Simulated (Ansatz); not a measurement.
This Ansatz (an electronic-structure program) input (B3LYP/6-31+G*) gives -39.84261 Eh with 25 basis functions. A basis named .json is the Basis Set Exchange file of that set (core-valence sets with the plain set on hydrogen).

Ansatz 0.2 input:
```yaml
crystal:
  periodic: [false, false, false]
  atoms:
    - {symbol: C, position_ang: [-0.00000000, -0.00000000, -0.00000000]}
    - {symbol: H, position_ang: [0.00360111, 1.07859343, -0.02702022]}
    - {symbol: H, position_ang: [0.93257816, -0.54247981, 0.01097634]}
    - {symbol: H, position_ang: [-0.93617928, -0.53611362, 0.01604388]}
basis:
  gaussian:
    orbitals: 6-31+G_.json
hamiltonian:
  xc: {name: B3LYP}
magnetization: {spin_polarized: true, initial_magnetization: 1}
```

Change:
```diff
- orbitals: 6-31+G_.json
+ orbitals: aug-cc-pVDZ
```

### Question
What does the run give now?

### Answer
-39.84420 Eh (B3LYP/aug-cc-pVDZ, 50 functions), a change of -1.59 mEh.
